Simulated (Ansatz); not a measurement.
MgSiP₂ (I-42d, No. 122, 8 atoms in the cell), treated with LDA (Ansatz, a quantum-chemistry and plane-wave program, plane waves, PAW).

Numerical settings: plane-wave cutoff 520 eV, 8×8×8 k mesh, Fermi–Dirac smearing 0.01 eV, scalar-relativistic PAW data made under PBE.

Results at a series of volumes:

| V (Å³/atom) | E − E_lowest (meV/atom) | P (GPa) |
|---|---|---|
| 19.457 | 8.22 | 3.34 |
| 19.862 | 2.00 | 1.61 |
| 20.267 | 0.00 | 0.00 |
| 20.673 | 1.91 | -1.48 |
| 21.078 | 7.39 | -2.83 |

### Question
Estimate the bulk modulus and its pressure derivative from these points.

### Answer
V0 = 20.267 Å³/atom, B0 = 76.9 GPa, B′ = 3.2 (fit to the energies at full precision).

Shape and atoms are relaxed at each volume.

Note: the relaxation could not lower the start's symmetry, so the cell can be a saddle point above a distorted one; the bulk modulus comes from volumes at which shape and atoms were relaxed.

The computed numbers hold no vibrational or temperature effects.

It cost very roughly 12 core-minutes of CPU time.
